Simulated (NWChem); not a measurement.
**Correlation energy of HS**

```xyz
2

S      0.0000     0.0000     0.0796
H      0.0000     0.0000    -1.2741
```
Charge 0, spin multiplicity 2.

All runs are NWChem calculations. All single points use one geometry, from UPBE0/def2-SVP, a minimum by its harmonic frequencies.

Basis set: cc-pVQZ. Each correlation energy counts from its own Hartree-Fock reference.

The correlated methods keep 5 core orbitals frozen. The structure started from a generated list of species. The unpaired electrons of the parent sit in orbitals of symmetry b1 (C2v labels of the run); other states weren't searched. The stability of the SCF solutions was not checked. Open-shell Hartree-Fock references start from PBE0 orbitals. Coupled-cluster values serve here as a point of comparison, not as the truth.

| method | correlation energy (mHa) |
|---|---|
| SCS-UMP2 | ? |
| CCSD(T) on ROHF | -201.2 |
| CCSD on ROHF | ? |
| CCSD[T] on ROHF | -201.2 |
| URI-MP2 | -164.7 |
| UMP2 | -164.7 |

### Question
Fill in the missing entries.

### Answer

- SCS-UMP2, correlation energy (mHa): -169.0
- CCSD on ROHF, correlation energy (mHa): -193.3
